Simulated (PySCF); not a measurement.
Species: C4H5N.
SMILES: `C1C=C1N=C`

Level of theory: MP2 and CCSD/aug-cc-pVDZ in PySCF, restricted Hartree–Fock reference, frozen core, non-relativistic, gas phase, PBE0-D3(BJ)/def2-SVP geometry.

E(HF) = -208.72263 Eh.

(1) How large is the problem?

(2) What are the MP2 and CCSD correlation energies?

(3) What is the T1 diagnostic?

(4) How does correlation change the dipole moment?

Answers

(1) 160 basis functions and 36 electrons; 5 orbitals frozen, which leaves o = 13 correlated occupied and v = 142 virtual orbitals. That is o·v = 1846 singles and o·v(o·v + 1)/2 = 1704781 distinct closed-shell doubles amplitudes before symmetry; the costliest CCSD step grows as o²v⁴ = 6.9 × 10^10.

(2) MP2 -0.7138 Eh and CCSD -0.7501 Eh, which gives totals of -209.43647 and -209.47269 Eh. That is 0.785 eV for each correlated electron at CCSD (1969 kJ/mol in all, 0.358 % of the total energy); MP2 gives 95.2 % of the CCSD value.

(3) 0.0131, below the customary warning level of 0.02. It is the norm of the spatial-orbital singles amplitudes over the root of the number of correlated electrons, so the norm is 0.067.

(4) HF gives 1.95 D and CCSD (unrelaxed density) 1.63 D, a change of -0.32 D; the two vectors are 6° apart.

Connected triples and the basis-set limit are missing.

The job also held the EOM ionisation roots. Time: 6.6 min of wall time; peak memory 2.9 GiB. Hardware: Arm Neoverse V1, one thread, no GPU, shared host with 32 logical CPUs at a one-minute load of 24.

Shape of the structure used: `[CH2:1]=[N:2][C:3]1=[CH:4][CH2:5]1`: C1–N2–C3–C4 78°.

One conformer stands for the species.
